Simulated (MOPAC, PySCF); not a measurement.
CH4O, SMILES `CO`, neutral singlet in the gas phase. 

Cartesian coordinates (Å):
SMILES: OC
```xyz
6

C     -0.3399    -0.0284     0.0365
O      0.9085    -0.2799    -0.5386
H     -0.4064    -0.3444     1.0965
H     -1.0893    -0.6077    -0.5232
H     -0.6415     1.0364    -0.0177
H      1.5685     0.2239    -0.0535
```
Charge 0, spin multiplicity 1.

All levels are single points at this geometry (PBE0-D3(BJ)/def2-SVP); Pople sets use spherical d functions. Orbital energies aren't observables, and empty levels follow the basis.

```csv
level,HOMO (eV),LUMO (eV),gap (eV),dipole (D),"vertical IE, Delta-SCF (eV)"
M06-2X/def2-TZVP in PySCF,-9.59,1.69,11.28,1.70,11.04
B3LYP/6-311+G** in PySCF,-7.73,-0.08,7.65,1.83,–
B3LYP/6-31G* in PySCF,-7.20,2.13,9.33,1.64,10.63
M06-2X/6-31G* in PySCF,-9.23,3.45,12.69,1.71,–
HF/STO-3G in PySCF,-9.67,16.16,25.83,1.47,–
PM7 in MOPAC,-10.70,3.04,13.74,1.98,–
```
